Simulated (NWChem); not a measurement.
## Correlation energy of CS

```
C
S 1 1.5389
```
Charge 0, spin multiplicity 1.

The numbers come from NWChem runs, not from measurements. All single points use one geometry, from B3LYP/def2-SVP, a minimum by its harmonic frequencies.

Basis set: def2-SVP. Each correlation energy counts from its own Hartree-Fock reference.

The correlated methods keep 6 core orbitals frozen. The structure started from a generated list of species. Coupled-cluster values serve here as a point of comparison, not as the truth.

Task: One of these methods gave a correlation energy of -237.1 mHa. Which?
A. SCS-MP2
B. CCSDT
C. MP2
D. CCSD

Result: A, SCS-MP2. The others give -274.6 (CCSDT), -243.1 (MP2), -259.1 (CCSD).
